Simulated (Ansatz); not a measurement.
System: ethane, C2H6, charge 0, multiplicity 1. 
Geometry from a B3LYP-D3(BJ)/def2-TZVP (Ansatz, a quantum-chemistry and plane-wave program) optimisation:
SMILES: CC
```xyz
8

C      0.0020    -0.0069     0.7631
C     -0.0020     0.0069    -0.7631
H      0.0089     1.0066     1.1692
H     -0.8808    -0.5139     1.1578
H      0.8809    -0.5241     1.1531
H     -0.0089    -1.0066    -1.1692
H     -0.8809     0.5241    -1.1531
H      0.8808     0.5139    -1.1578
```

Basis-set convergence of Hartree-Fock and CCSD correlation energies (hartree) with Ansatz. Valence correlation only, unless marked. No spin-orbit coupling. No relativistic terms.

```
basis       functions      E(HF)  E(corr, CCSD)
----------  ---------  ---------  -------------
def2-SVP           58  -79.17501       -0.33819
def2-TZVPP        146        [?]            [?]
```

Question: What belongs in the gaps?

Answer: 
- def2-TZVPP, E(HF): -79.26180
- def2-TZVPP, E(corr, CCSD): -0.40035
